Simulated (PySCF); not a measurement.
4-cyano-1-butyne, C₅H₅N, SMILES C#CCCC#N, point group Cs.

Level: B3LYP/pcSseg-1 in PySCF (density fitting, grid level 2); geometry and Hessian at that level, cubic constants and property derivatives from steps of ±0.6 along each species' dimensionless normal coordinates, second-order vibrational perturbation theory. The parent has the commonest isotopes.

Equilibrium geometry (Å):

```csv
atom,x,y,z
C1,2.5554,-0.4404,0.5766
C2,1.5207,-0.1886,0.0208
C3,0.2515,0.1130,-0.6320
C4,-0.9413,0.0237,0.3510
C5,-2.2169,0.3236,-0.2952
N6,-3.2148,0.5632,-0.8218
H7,3.4782,-0.6622,1.0607
H8,0.0904,-0.5814,-1.4651
H9,0.2900,1.1183,-1.0683
H10,-0.9955,-0.9808,0.7856
H11,-0.7960,0.7224,1.1825
```

Question: Give the equilibrium and ground-state rotational constants (MHz) of parent; ²H at 7.

Answer: 
| species | Ae | Be | Ce | A0 | B0 | C0 | Δ0 (u Å²) | harmonic ZPE (cm⁻¹) |
| --- | --- | --- | --- | --- | --- | --- | --- | --- |
| parent | 25555 | 1463 | 1407.8 | 25303 | 1458.1 | 1402.7 | -6.284 | 18383 |
| ²H at 7 | 25237 | 1396.7 | 1345.4 | 24995 | 1392.2 | 1340.8 | -6.281 | 17749 |

Δ0 = Ic − Ia − Ib from the ground-state constants.

Question: How is the parent's vibrational correction B0 − Be made up?

Answer: 
```tsv
axis	harmonic	Coriolis	cubic	total (MHz)
a	97.9	-95.1	-255	-252
b	0.871	-0.939	-4.82	-4.88
c	0.557	-0.67	-4.98	-5.09
```

Question: And its quartic centrifugal distortion constants from the harmonic force field?

Answer: Asymmetric top, A reduction, Ir representation: ΔJ = 0.136 kHz, ΔJK = -7.37 kHz, ΔK = 295 kHz, δJ = 0.0115 kHz, δK = 0.972 kHz.

Question: Which nuclear quadrupole couplings χaa, χbb, χcc (MHz) does the parent show, at equilibrium and averaged?

Answer: 14N at 6: -4.1, 1.8, 2.2 and -4.0, 1.8, 2.2.

A mode lies under 250 cm⁻¹, where this perturbation treatment is rough. Internal rotors are held in one well.
